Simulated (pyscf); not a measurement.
This saddle point was located with ωB97X-D3(BJ)/def2-SVP in PySCF.

```xyz
8

N     -1.7406    -0.2400    -0.4039
Zr     0.0957    -0.0345    -0.4075
Cl     0.7769     2.2131    -0.0750
Cl     1.2439    -1.2182    -2.1143
H     -2.7311    -0.3193    -0.6106
O     -0.3020    -0.9663     1.4903
H     -1.2862    -0.7277     0.9043
H     -0.2455    -0.6108     2.3854
```
Charge 0, spin multiplicity 1.

Surface: singlet, charge 0. Lowest wavenumbers (cm⁻¹): 1293i, 76, 86, 110, 161.

**Question.** Name the species on either side of this saddle.

**Answer.** HN=Zr(Cl)–Cl + water (H₂O) ⇌ H₂N–Zr(OH)(Cl)–Cl, an addition across a multiple bond or ene-type step read from left to right: H–O broken and H–N, O–Zr formed. At ωB97M-D3(BJ)/def2-TZVP it lies -24.3 kcal/mol from the left side and +54.6 kcal/mol from the right (each side as separated species at their lowest minima found). On the reactant side the descent ends in an adduct with a O–Zr contact, 35.6 kcal/mol under the separated species and 8.8 kcal/mol under the saddle at ωB97X-D3(BJ)/def2-TZVP. At ωB97M-D3(BJ) the saddle lies under the separated reactants, which points to a path from their complex (located at ωB97X-D3(BJ) alone). What is counted as formed (O–Zr) is already present as a longer contact in the reactant adduct; forming that adduct is a step of its own. At the saddle there is also a short H–Zr contact that neither side keeps. At ωB97X-D3(BJ)/def2-TZVP the barrier from the zero used here is -26.8 kcal/mol. This is the saddle that the search found; another between the same sides may lie lower. Elements past Kr carry the def2 core potentials, without spin-orbit coupling.
